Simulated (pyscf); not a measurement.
A first-order saddle from PySCF, ωB97X-D3(BJ)/def2-SVP:

```
C
H 1 1.0941
H 1 1.0945 2 115.23
C 1 1.4128 2 115.93 3 140.98
H 4 1.0929 1 122.54 2 3.86
H 4 1.0950 5 116.27 1 169.20
B 1 1.7256 2 109.93 3 -116.07
Cl 7 1.7994 1 110.31 2 19.72
Cl 7 1.8144 1 109.38 2 148.20
Cl 7 1.9513 1 103.12 2 -97.54
```
Charge 0, spin multiplicity 1.

Surface: singlet, charge 0. Lowest wavenumbers (cm⁻¹): 387i, 87, 197, 214, 290.

Name the species on either side of this saddle.

boron trichloride (Cl–B(Cl)–Cl) + ethylene (H₂C=CH₂) ⇌ Cl–CH₂–CH₂–B(Cl)–Cl, an addition across a multiple bond or ene-type step read from left to right: B–Cl broken and C–Cl, B–C formed. At ωB97M-D3(BJ)/def2-TZVP it lies +23.0 kcal/mol from the left side and +29.0 kcal/mol from the right (each side as separated species at their lowest minima found). One saddle was located; it need not be the lowest between these sides.
